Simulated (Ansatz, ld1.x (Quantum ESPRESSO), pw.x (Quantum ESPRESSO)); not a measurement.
## Ag: does the TM potential hold in the solid?

ld1.x (Quantum ESPRESSO) 7.5 input, shortened:

```
&input
   title='Ag', zed=47., rel=1, dft='PBESOL', iswitch=3,
   config='[Kr] 4d10 5s0.5 5p0'
 /
 &inputp
   pseudotype=2, tm=.true., lloc=1,
   nlcc=.false.
 /
3
5S  1  0   0.50   0.00  2.15  2.15  0.0
4D  3  2  10.00   0.00  1.65  1.65  0.0
5P  2  1   0.00   0.00  3.22  3.22  0.0
 &test
   configts(1)='4d10 5s0.5 5p0'
 /
```

Atomic tests: cutoffs needed: 70 Ry and 100 Ry (the cutoffs (Ry, on a coarse ladder) from which the occupation-weighted sum of valence levels, in a spherical-Bessel basis at the reference potential, stays within 10 and 1 mRy of its value at 400 Ry); ghost test: no extra level below or beside the all-electron valence levels (s, d, p, f tested) (spherical-Bessel basis up to 400 Ry, 20 bohr box); configuration tests: 1 of 7 tests not solved or not reliable.

Crystal test: bcc Ag in pw.x 7.5, no spin, 14³ k-points, Fermi–Dirac smearing 0.01 Ry, cutoffs 120/480 Ry. The reference is all-electron LAPW (Ansatz 0.2.0) with the same functional, mesh and smearing; V0 and B0 come from Birch–Murnaghan fits to the pressures at five volumes. Errors are pseudo minus all-electron; Δ is the rms difference of the E(V) curves that follow from these fits, minima aligned, over ±6 % about the mean V0. Mesh and smearing are coarse, so the numbers serve the comparison and aren't converged zero-temperature values; the lattice is a test structure that the element need not adopt.

| V (Å³/atom) | P all-electron (GPa) | P pseudo (GPa) |
| --- | --- | --- |
| 15.943 | 6.78 | 16.67 |
| 16.362 | 3.10 | 11.83 |
| 16.782 | -0.02 | 7.72 |
| 17.202 | -2.65 | 4.23 |
| 17.621 | -4.87 | 1.25 |

All-electron: a0 = 3.226 Å (V0 = 16.78 Å³/atom), B0 = 114.6 GPa.

Pseudopotential: mean pressure error (GPa): +7.87. The pressure does not cross zero within the volumes sampled, so no fit is given. The largest radius (3.22 bohr) exceeds half the bond length (2.64 bohr), so the spheres overlap, which is one possible source of error among others. This is a poor potential for the solid. Atomic configuration tests: 1 of 7 tests not solved or not reliable.

Question: At the middle volume, how do free energy and pressure move when the wave cutoff is lowered (ecutrho kept at four times it)?

Answer:

| cutoff (Ry) | shift of F (meV/atom) | shift of P (GPa) |
| --- | --- | --- |
| 54 | +866.5 | -57.12 |
| 72 | +23.0 | -1.06 |
| 96 | +11.0 | -0.26 |

The run at the middle volume (104 k-points, 7 iterations) took about 34 s on one core of a shared host (Neoverse-V1, 32 threads, 247 GiB, load 19).
